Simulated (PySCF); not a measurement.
Method: ωB97X-D3(BJ)/def2-TZVP // B3LYP-D3(BJ)/def2-TZVP in PySCF. All species are isolated molecules in the gas phase. Delta-SCF ions had no search for a lower state. Excitations are Tamm–Dancoff values on a coarser integration grid. The basis has no diffuse functions, so Rydberg states are missing or too high.

Reference species (SMILES): `C#C` (neutral, multiplicity 1).

The S1 excitation (TDA) is 6.78 eV and the S1 oscillator strength is 0.000. The HOMO is -10.96 eV and the vertical ionisation energy (Delta-SCF) is 11.39 eV.

After one change: the S1 excitation (TDA) decreases by 1.24 eV; the S1 oscillator strength is nearly the same; the HOMO drops by 0.08 eV; the vertical ionisation energy (Delta-SCF) drops by 0.20 eV.

### Question
Which change was made? The new species is one of these.
A) `C#CN`
B) `[C-]#[N+]C#C`
C) `C#CC1CC1`
D) `C#CC(N)=O`

### Answer
B, `[C-]#[N+]C#C`
